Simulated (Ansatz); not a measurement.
**BF+ (doublet): the correlation ladder, def2-QZVPP**

An exercise on one series of results from a longer session: the logs are not shown, and one member is left open.

Method: def2-QZVPP, core rule «outside noble gas», up to 2 orbitals frozen; program: Ansatz 0.2.0, Gaussian basis.

Plan: UHF; ROHF; CCSD(T) on UHF.

2 further runs of the same task are left out: 2 set aside as unsound or not needed.

**What is computed**

The geometry is a PBE0/def2-TZVP stationary point (not a proven minimum) of the parent state, kept for this charge and spin.

2 atoms, charge 1, spin multiplicity 2.

Atoms are counted from 1 here; the program's logs count them from 0.

Bond lengths: B1–F2 1.263 Å.

The first run:

Input file in.yaml:

```yaml
crystal:
  periodic: [false, false, false]
  atoms:
    - {symbol: B, position_ang: [0.000000, 0.000000, 0.000000]}
    - {symbol: F, position_ang: [0.000000, 0.000000, 1.263100]}
basis:
  gaussian: {orbitals: "def2-QZVPP.json"}
total_charge: 1
magnetization: {spin_polarized: true, initial_magnetization: 1}
hamiltonian: {xc: hf}
output: {orbitals: {seedname: orbitals}}
```

Launch:

```
> ansatz run in.yaml --threads 1 --pin off --events-out ev --progress --plain --max-ram 2393MiB
```

Steps of the session up to this table: UHF; ROHF; CCSD(T) on UHF.

One of the session's tables, all rows but one given; the rest of the session is left out.

| method | from UCCSD(T) (kcal/mol) |
| --- | --- |
| ROHF | +205.65 |
| UHF | +205.20 |
| UMP2 | ? |
| UCCSD | +7.38 |
| UCCSD(T) | 0 |

**Question.** Estimate the row for UMP2.

**Answer.** from UCCSD(T) (kcal/mol): +6.66. In the column «from UCCSD(T) (kcal/mol)» it lies between UCCSD(T) (0) and UCCSD (+7.38).
